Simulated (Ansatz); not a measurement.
**Si2H4 (SMILES [SiH][SiH3]): methods side by side**

Si2H4 has 6 atoms, charge 0, and is taken as a triplet. As SMILES, `[SiH][SiH3]`. The coordinates come from a GFN2-xTB relaxation.

```xyz
6

Si    0.3227   -1.5759    0.2873
Si   -0.3001    0.5233   -0.2457
H     1.4279   -2.0178    1.1558
H    -1.4565    0.3761   -1.1360
H     0.7149    1.3253   -0.9511
H    -0.7089    1.3690    0.8897
```

Each level gives the energy change with the Si1–Si2 bond stretched from 2.254 to 2.817 Å (eV). The values are calculated.

```json
{"level": "U-revPBE/STO-3G", "kind": "GGA", "program": "Ansatz", "value (eV)": "1.34", "less FCI/STO-3G": "-0.14"}
{"level": "UPBE0/STO-3G", "kind": "global hybrid", "program": "Ansatz", "value (eV)": "1.57", "less FCI/STO-3G": "+0.09"}
{"level": "U-wB97X/STO-3G", "kind": "range-separated hybrid", "program": "Ansatz", "value (eV)": "1.68", "less FCI/STO-3G": "+0.20"}
{"level": "UB2PLYP/STO-3G", "kind": "double hybrid", "program": "Ansatz", "value (eV)": "1.51", "less FCI/STO-3G": "+0.03"}
{"level": "UMP2/STO-3G", "kind": "perturbation theory", "program": "Ansatz", "value (eV)": "1.76", "less FCI/STO-3G": "+0.28"}
{"level": "UCCSD/STO-3G", "kind": "coupled cluster or CI", "program": "Ansatz", "value (eV)": "1.51", "less FCI/STO-3G": "+0.03"}
{"level": "UCCSDT/STO-3G", "kind": "coupled cluster or CI", "program": "Ansatz", "value (eV)": "1.48", "less FCI/STO-3G": "0.00"}
{"level": "FCI/STO-3G", "kind": "exact in the basis", "program": "Ansatz", "value (eV)": "1.48", "less FCI/STO-3G": "0.00"}
```

FCI/STO-3G is exact within its basis and frozen core, so for wave-function methods in that basis the difference is their error; functionals converge differently with the basis, so for them it is only a difference. The first shape isn't each level's own minimum. The values span 1.34 to 1.76 eV. All rows use very small basis sets, so even the best lies far from the true value.
